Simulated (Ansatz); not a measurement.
A run of Ansatz (development build ahead of 0.2.0) on singlet C6H6 at this shape:

```yaml
atoms:
  - { symbol: C, position_ang: [1.3566, 0.0132, -0.0293] }
  - { symbol: C, position_ang: [0.7336, 1.2373, -0.0184] }
  - { symbol: C, position_ang: [-0.7330, 1.1837, -0.0253] }
  - { symbol: C, position_ang: [-1.3997, -0.0477, -0.0141] }
  - { symbol: C, position_ang: [-0.7171, -1.2376, -0.0352] }
  - { symbol: C, position_ang: [0.7418, -1.1853, -0.0042] }
  - { symbol: H, position_ang: [2.4791, 0.0123, -0.0476] }
  - { symbol: H, position_ang: [1.2939, 2.1553, 0.0015] }
  - { symbol: H, position_ang: [-1.2833, 2.1480, 0.0302] }
  - { symbol: H, position_ang: [-2.4381, -0.0013, 0.0031] }
  - { symbol: H, position_ang: [-1.2206, -2.1799, 0.0363] }
  - { symbol: H, position_ang: [1.2124, -2.1906, 0.0144] }
```

Its results:

| Item | Value |
| --- | --- |
| Converged | yes |
| Reference energy | -230.70189 hartree |
| Correlation energy | -0.78656 hartree |
| Total energy | -231.48846 hartree |
| Spin squared of the determinant | 0.000 |

Which input gives this output? Name the method, the orbitals and the basis set, and write the input.

RHF-MP2 in cc-pVDZ. An unrestricted run that stays on the closed shell gives the same numbers.

```yaml
crystal:
  periodic: [false, false, false]
  atoms:
    - { symbol: C, position_ang: [1.35663, 0.01319, -0.0293] }
    - { symbol: C, position_ang: [0.73356, 1.23735, -0.01841] }
    - { symbol: C, position_ang: [-0.73305, 1.18365, -0.02528] }
    - { symbol: C, position_ang: [-1.39966, -0.04773, -0.01412] }
    - { symbol: C, position_ang: [-0.71711, -1.23765, -0.03519] }
    - { symbol: C, position_ang: [0.74181, -1.18532, -0.00418] }
    - { symbol: H, position_ang: [2.4791, 0.01233, -0.04764] }
    - { symbol: H, position_ang: [1.29395, 2.15532, 0.00147] }
    - { symbol: H, position_ang: [-1.28326, 2.14799, 0.03021] }
    - { symbol: H, position_ang: [-2.43806, -0.00127, 0.00308] }
    - { symbol: H, position_ang: [-1.22064, -2.17987, 0.03631] }
    - { symbol: H, position_ang: [1.21241, -2.19064, 0.01439] }
basis:
  gaussian: { orbitals: cc-pVDZ }
hamiltonian:
  xc: hf
correlation:
  method: mp2
  frozen_orbitals: { C: 1, H: 0 }
```
